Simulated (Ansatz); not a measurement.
We consider rock-salt HfN, described by PBE-D4 in Ansatz (plane waves, PAW).

Settings: plane-wave cutoff 500 eV, 16×16×16 k mesh, Fermi–Dirac smearing 0.05 eV, scalar-relativistic PAW data made under PBE.

Computed at the level's own relaxed cell.

Task: Predict the equilibrium volume per atom and lattice parameter a.

Result: 
- equilibrium volume per atom: 11.55 Å³/atom
- lattice parameter a: 4.521 Å

Measured, for comparison: equilibrium volume per atom 11.57 Å³/atom, lattice constant a 4.524 Å (room temperature, not corrected to a static lattice; as tabulated in Seo, Lee, Wen, Petrov, Greene, Gall, J. Appl. Phys. 96, 878 (2004)). Computed (rounded) less measured: equilibrium volume per atom -0.2 %, lattice constant a -0.1 %.

Spin–orbit coupling is not included.

Ansatz is an electronic-structure program.
